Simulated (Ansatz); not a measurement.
# Basis or method: B–H bond energy of HB–NH

HB–NH, singlet; coordinates (Å): B 0.000 0.000 0.571; N 0.000 0.000 -0.661; H 0.000 0.000 1.743; H 0.000 0.000 -1.653. Quantity: B–H bond energy, to HNB (doublet) + H.

Ansatz 0.2.0, basis 6-31G or cc-pVTZ; geometries are PBE0/def2-TZVP minima. Wave-function levels freeze the cores; HF, MP2 and coupled cluster are restricted for singlets and unrestricted otherwise, atoms included (their steps beyond CCSDT(Q) come from restricted open-shell runs), Kohn–Sham unrestricted where that lies lower. MRCISD+Q stands on CASSCF in the full valence space, and MRCISD+Q is size-consistent only roughly. The reference is CCSDT(Q) or full CI (coupled cluster only where its series has nearly closed). Semilocal and hybrid functionals correlate all electrons outside any core potential and usually lie nearer their basis limit than the reference, so part of their error here is the reference's basis and frozen-core error; RPA and the MP2 part of double hybrids freeze the same cores as the reference. None of these values is a measured one. Energies are electronic, without zero-point terms. No spin–orbit coupling and no scalar relativity. The species are chosen: bound, without strong static correlation by their natural occupations or amplitudes, in their lowest spin state as far as vertical gaps and like structures tell, and with a ladder that closes on the reference, so errors are smaller than for species at large; levels whose determinant breaks symmetry or spin markedly are left out.

```json
{"level": "reference", "6-31G (kJ/mol)": "434.7 (full CI)", "cc-pVTZ (kJ/mol)": "482.9 (CCSDT(Q))"}
{"level": "CCSD(T)", "6-31G (kJ/mol)": "436.1", "cc-pVTZ (kJ/mol)": "484.0"}
{"level": "MRCISD+Q", "6-31G (kJ/mol)": "435.3", "cc-pVTZ (kJ/mol)": "482.8"}
{"level": "PBE", "6-31G (kJ/mol)": "482.0", "cc-pVTZ (kJ/mol)": "476.7"}
{"level": "r2SCAN", "6-31G (kJ/mol)": "472.3", "cc-pVTZ (kJ/mol)": "470.7"}
{"level": "B3LYP", "6-31G (kJ/mol)": "495.1", "cc-pVTZ (kJ/mol)": "493.1"}
{"level": "B2PLYP", "6-31G (kJ/mol)": "477.0", "cc-pVTZ (kJ/mol)": "489.6"}
{"level": "RPA-PBE", "6-31G (kJ/mol)": "445.2", "cc-pVTZ (kJ/mol)": "477.1"}
```

From 6-31G to cc-pVTZ the reference moves by 48.2 kJ/mol and PBE by -5.3; the step from CCSD(T) to the reference is -1.4 in the first and -1.2 in the last.
